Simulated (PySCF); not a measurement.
**MgCl⁻ from Hartree–Fock to correlated methods**

State: ¹Σ⁺ (singlet), closed shell. Set-up: basis Mg aug-cc-pVDZ, Cl aug-cc-pV(D+d)Z; no relativity; PySCF 2.14. De refers to Mg + Cl⁻ in their ground configurations, without counterpoise correction. A positive dipole points towards Cl; it is taken about the centre of mass and depends on that origin.

```tsv
Level	Re (Å)	ωe (cm⁻¹)	De (eV)	μ (D)
RHF	2.426	289	n/a	4.33
RHF-MP2	2.429	295	1.22	n/a
RHF-SCS-MP2	2.434	291	1.17	n/a
RHF-CCSD	2.434	293	n/a	n/a
RHF-CCSD(T)	2.433	295	n/a	n/a
LDA	2.395	300	1.40	3.57
PBE	2.439	280	1.22	3.54
BLYP	2.466	264	1.01	3.27
r²SCAN	2.408	299	1.32	4.10
PBE0	2.420	290	1.24	3.74
B2PLYP	2.433	284	1.12	3.71
```

The bond length runs from 2.395 Å (LDA) to 2.466 Å (BLYP). De spans 1.01 eV (BLYP, GGA) to 1.40 eV (LDA, local density).

Correlated steps freeze 6 core orbitals. Correlated levels converge slowly with the basis: in double zeta they bind strong bonds too weakly, by up to about 1 eV, and carry superposition errors of some tenths. For an ion De counts to the pair picked by the measured ionisation energies or electron affinities, which need not be the lowest pair at this level. The highest Kohn–Sham level is positive in this anion. Much of that is self-interaction error, but it also means that the finite basis helps to hold the extra electron. B2PLYP dipoles, levels and charges come from its SCF part alone.

The whole job (state search and all levels along the bond) took about 1 min on 1 thread of AMD EPYC 9R14 (shared host), peak memory 0.7 GiB.
